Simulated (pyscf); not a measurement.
## Hydrogen abstraction: •H₂Si–Si(SiH₃)(SiH₃)–NH–SiH₃ + hydrogen (H₂) → H₃Si–NH–Si(SiH₃)(SiH₃)–SiH₃ + H atom (H•)

Gas phase, doublet surface, charge 0. Bonds broken: H6–H8. Bonds formed: Si3–H8. Single points on ωB97X-D3(BJ)/def2-SVP structures (PySCF, gas phase).

Transition state (Å):

```xyz
20

N     -0.5389    -2.1947     0.0491
Si     0.0741    -0.5721    -0.2143
Si     1.2036     0.2345     1.6643
Si    -1.6571     0.9374    -0.6217
Si     1.5173    -0.5328    -2.0464
H     -0.6160     0.2758     3.8740
H      0.1644    -2.9286     0.0940
H      0.2070     0.2596     2.8687
H      1.7074     1.6256     1.4515
H      2.3528    -0.6417     2.0488
H     -2.4808     0.5305    -1.7971
H     -2.5392     1.1039     0.5702
H     -1.0032     2.2485    -0.9175
H      2.5966    -1.5522    -1.8697
H      0.7836    -0.8339    -3.3118
H      2.1489     0.8160    -2.1591
Si    -2.1391    -2.6245     0.5836
H     -3.0896    -1.6420    -0.0113
H     -2.4670    -4.0025     0.1161
H     -2.3129    -2.5869     2.0682
```

One imaginary mode, 849i cm⁻¹; descent along it reached the two sides named.

```tsv
bond	change	reactant side (Å)	saddle	product side
H6–H8	breaks	0.759	1.299	2.9
Si3–H8	forms	3.3	1.563	1.493
```

Electronic energies relative to the separated reactants (eV):

```tsv
level	barrier	reaction energy	reverse barrier
ωB97X-D3(BJ)/def2-TZVP	0.84	+0.70	0.14
PBE/def2-TZVP	0.77	+0.81	-0.04
r²SCAN/def2-TZVP	0.78	+0.88	-0.10
B3LYP-D3(BJ)/def2-TZVP	0.81	+0.86	-0.05
PBE0-D3(BJ)/def2-TZVP	0.77	+0.75	0.02
M06-2X/def2-TZVP	0.99	+0.83	0.16
ωB97M-D3(BJ)/def2-TZVP	0.85	+0.71	0.14
HF/def2-TZVP	0.94	+0.47	0.46
```

With ωB97M-D3(BJ)/def2-TZVP energies and thermal terms (ideal gas, 1 atm, RRHO with modes under 100 cm⁻¹ raised to 100, one conformer, R ln 2 for chiral ones without a mode under 150 cm⁻¹), in eV:

```tsv
T (K)	ΔH‡	ΔG‡	ΔH	ΔG
298	0.75	1.08	+0.66	+0.69
600	0.74	1.43	+0.67	+0.72
900	0.75	1.78	+0.69	+0.75
1200	0.77	2.12	+0.72	+0.76
```

At PBE, r²SCAN, B3LYP-D3(BJ) this geometry lies under the product side: in single points on another level's saddle the reverse barrier vanishes, and the forward threshold there is about the reaction energy. This is the saddle that the search found; another between the same sides may lie lower. The angle at the transferred H is 180°.
